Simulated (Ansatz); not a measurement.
Ansatz (an electronic-structure program) input file for methyl formate (C₂H₄O₂), SMILES O(C)C=O, CAM-B3LYP/def2-SVPD. Geometry optimised at ωB97X-D3(BJ)/def2-SVP. One conformer was computed; it need not be the lowest.

Ansatz 0.2 input:
```yaml
crystal:
  periodic: [false, false, false]
  atoms:
    - {symbol: C, position_ang: [-0.39457673, -1.35887294, 0.00000000]}
    - {symbol: O, position_ang: [0.72568869, -0.47397627, -0.00000000]}
    - {symbol: C, position_ang: [0.43280071, 0.82864892, -0.00000000]}
    - {symbol: O, position_ang: [-0.67402896, 1.29059111, -0.00000000]}
    - {symbol: H, position_ang: [-1.01641009, -1.19759518, -0.89357934]}
    - {symbol: H, position_ang: [0.01722535, -2.37545452, -0.00000000]}
    - {symbol: H, position_ang: [-1.01641009, -1.19759518, 0.89357934]}
    - {symbol: H, position_ang: [1.37297316, 1.41907031, 0.00000001]}
basis:
  gaussian:
    orbitals: def2-SVPD
hamiltonian:
  xc: {name: CAM-B3LYP}
```

Program output:

```
WARN ansatz: RAYON_NUM_THREADS=1 ignored (pool sized by the plan → 1); use --threads N
Functional definition: CAM-B3LYP
integrals: 0.05 GiB planned
964 factors; their error is unknown
integrals: 0.08 GiB planned
390 factors; integrals over basis functions are off by at most 1.8e-5 eV
mean field: 0.50 GiB planned
mean field evaluation 1: about -6221.8701 eV, gradient 5.1e1 eV
mean field evaluation 2: about -6218.1702 eV, gradient 7.0e1 eV
mean field evaluation 4: about -6226.4628 eV, gradient 3.9e0 eV
mean field evaluation 8: about -6226.4871 eV, gradient 5.0e-2 eV
mean field evaluation 16: about -6226.4623 eV, gradient 4.9e-5 eV
mean field -6226.46233794 eV, -228.8182704717 hartree, gradient 4.9e-5 eV, S^2 0.000000; 0 other end points of the search recorded, 0 dependent functions left out
reference -6226.46245307 eV, -228.8182747025 hartree; 16, 16 occupied and 102, 102 virtual orbitals, 964 factors
Total energy: -6226.46245307 eV, -228.8182747025 hartree
```

The calculation finished and met its thresholds.
